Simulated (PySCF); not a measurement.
Species: ethanolamine, C₂H₇NO.
Cartesian coordinates in Å at the PBE0-D3(BJ)/def2-SVP level; atoms count from 1:
```xyz
11
C2H7NO angstrom
N     -1.071   -0.776    0.388
C     -0.444    0.519    0.181
C      1.037    0.382    0.505
O      1.576   -0.706   -0.177
H     -1.963   -0.849   -0.093
H     -1.247   -0.948    1.376
H     -0.546    0.777   -0.886
H     -0.891    1.351    0.762
H      1.578    1.299    0.213
H      1.158    0.282    1.608
H      0.850   -1.353   -0.178
```

Computed with PySCF at wB97X-D/def2-SVPD, non-relativistic, on one gas-phase PBE0-D3(BJ)/def2-SVP geometry that isn't relaxed in the solvent. The solvent is an IEF-PCM continuum (cavity from Bondi-type radii × 1.2), and excitations are vertical TDDFT with non-equilibrium linear response and a frozen core. The model holds no explicit solvent molecules, cavitation or dispersion.

Gas-phase singlets (H = HOMO, L = LUMO):

| state | E (eV) | λ (nm) | f | leading configuration |
| --- | --- | --- | --- | --- |
| S1 | 6.922 | 179 | 0.013 | H→L 62% |
| S2 | 7.635 | 162 | 0.019 | H-1→L 49% |
| S3 | 8.157 | 152 | 0.053 | H→L+1 74% |
| S4 | 8.234 | 151 | 0.002 | H→L+2 65% |
| S5 | 8.500 | 146 | 0.067 | H-1→L+1 69% |

How does the list change in cyclohexane (ε = 2.017)?

| state | E (eV) | λ (nm) | f | leading configuration | change by rank (eV) |
| --- | --- | --- | --- | --- | --- |
| S1 | 6.986 | 177 | 0.019 | H→L 75% | +0.064 |
| S2 | 7.712 | 161 | 0.018 | H-1→L 58% | +0.077 |
| S3 | 8.185 | 151 | 0.091 | H→L+1 68% | +0.028 |
| S4 | 8.310 | 149 | 0.006 | H→L+2 55% | +0.076 |
| S5 | 8.524 | 145 | 0.073 | H-1→L+1 64% | +0.024 |

The ground-state energy changes by -0.111 eV from gas to cyclohexane. By how much does the total energy of gas-phase S1 change?

E(S1) = E(S0) + excitation energy, so it changes by -0.111 + 0.064 = -0.047 eV: it is lowered less than the ground state, which is what a blue shift means. This is the vertical state, with the slow part of the continuum still set for S0.

How do the frontier levels move from gas to cyclohexane?

```tsv
orbital	gas (eV)	solvent (eV)	change (eV)	Löwdin shares, gas	Löwdin shares, solvent
LUMO+2	3.31	3.40	+0.09	H7 19 %, H10 13 %, O4 13 %, H6 13 %	O4 22 %, H7 16 %, H10 12 %, H8 10 %
LUMO+1	3.07	3.19	+0.12	H9 15 %, C3 14 %, H8 12 %, H10 12 %	H9 15 %, O4 14 %, C3 13 %, H10 12 %
LUMO	2.24	2.42	+0.18	C2 22 %, H5 15 %, H6 14 %, N1 12 %	C2 22 %, H5 13 %, C3 12 %, H6 11 %
HOMO	-9.32	-9.29	+0.03	O4 37 %, N1 26 %, C3 10 %, C2 10 %	N1 41 %, O4 22 %, C2 11 %, C3 7 %
HOMO-1	-9.76	-9.74	+0.02	N1 36 %, O4 28 %, C3 9 %, C2 8 %	O4 41 %, N1 21 %, C3 12 %, H10 8 %
HOMO-2	-11.17	-11.22	-0.05	O4 47 %, C3 18 %, C2 13 %, H9 8 %	O4 44 %, C3 19 %, C2 14 %, H9 8 %
HOMO-3	-12.34	-12.24	+0.10	C2 31 %, H7 19 %, C3 12 %, O4 11 %	C2 31 %, H7 19 %, N1 12 %, O4 12 %
```

The HOMO–LUMO gap goes from 11.57 to 11.71 eV. Rows go by rank; for HOMO-1, LUMO+1 and LUMO+2 the atom shares or the degeneracy differ between the runs, so the row needn't follow one orbital.

The pairwise dispersion term of wB97X-D wasn't added to the energies; at a given geometry it leaves orbitals and properties as they are.
